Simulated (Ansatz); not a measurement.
The input, for Ansatz 0.2.0:

```yaml
crystal:
  periodic: [false, false, false]
  atoms:
    - {symbol: Ge, position_ang: [0.000000, 0.000000, 0.000000]}
    - {symbol: H, position_ang: [0.000000, 0.000000, 1.784000]}
basis:
  gaussian: {orbitals: cc-pVQZ}
magnetization: {spin_polarized: true, initial_magnetization: 1}
correlation: {method: ccsd_t, electrons: outside_noble_gas}
```

```sh
$ ansatz run in.yaml --threads 1 --pin off --events-out ev --progress --plain --max-ram 4096MiB --backend cpu
```

Output:

```
602 factors; integrals over basis functions are off by at most 1.1e-3 eV
mean field evaluation 1: about -56488.4646 eV, gradient 5.4e0 eV
mean field evaluation 2: about -56488.4650 eV, gradient 5.4e0 eV
mean field evaluation 4: about -56488.8945 eV, gradient 1.0e0 eV
mean field evaluation 8: about -56488.9053 eV, gradient 4.7e-4 eV
mean field evaluation 16: about -56488.9034 eV, gradient 3.3e-1 eV
mean field evaluation 32: about -56488.7085 eV, gradient 1.5e0 eV
mean field evaluation 64: about -56486.9766 eV, gradient 5.8e-4 eV
mean field evaluation 96: about -56485.6288 eV, gradient 1.7e-1 eV
mean field evaluation 128: about -56486.9766 eV, gradient 1.0e-2 eV
mean field evaluation 160: about -56485.5907 eV, gradient 1.5e0 eV
mean field evaluation 192: about -56486.9766 eV, gradient 5.8e-4 eV
mean field -56488.90527592 eV, -2075.9289793348 hartree, gradient 1.6e-6 eV, S^2 0.765166; 7 other end points of the search recorded, 0 dependent functions left out
determinant -56488.90527592 eV, -2075.9289793348 hartree, with singles and doubles -56491.78417494 eV, -2076.0347769223 hartree
determinant -56486.97664893 eV, -2075.8581036003 hartree, with singles and doubles -56489.23136710 eV, -2075.9409629647 hartree
determinant -56486.85980149 eV, -2075.8538095361 hartree, with singles and doubles -56489.25997878 eV, -2075.9420144245 hartree
determinant -56485.63017463 eV, -2075.8086215823 hartree, with singles and doubles -56488.48674199 eV, -2075.9135984967 hartree
14 core orbitals not correlated: weight in the atoms' cores, before any rotation towards them, 1.000 or more for the frozen orbitals, at most 0.000 for the correlated occupied ones
reference -56488.90527592 eV, -2075.9289793348 hartree; 3, 2 occupied and 81, 82 virtual orbitals, 602 factors
second order -2.21038770 eV of doubles, -0.00000000 eV of singles
cycle   1  -2.75474289 eV  change   -1.9e-1 eV  update   2.0e-2
cycle   2  -2.76294105 eV  change   -8.2e-3 eV  update   4.5e-3
cycle   3  -2.76373896 eV  change   -8.0e-4 eV  update   1.6e-3
cycle   4  -2.76445601 eV  change   -7.2e-4 eV  update   4.8e-4
cycle   5  -2.76461911 eV  change   -1.6e-4 eV  update   1.5e-4
cycle   6  -2.76465892 eV  change   -4.0e-5 eV  update   4.5e-5
cycle   7  -2.76467545 eV  change   -1.7e-5 eV  update   1.9e-5
cycle   8  -2.76467367 eV  change    1.8e-6 eV  update   8.1e-6
cycle   9  -2.76467002 eV  change    3.7e-6 eV  update   3.0e-6
perturbative correction -0.08255304 eV, -0.0030337681 hartree
Total energy: -56491.75249897 eV, -2076.0336128521 hartree
```

For the same geometry and basis UCCSDT(Q) lies 20.0 meV lower.

Ran on 1 thread of AMD EPYC 7R13, shared host: 9 s wall, 0.39 GiB peak host memory.
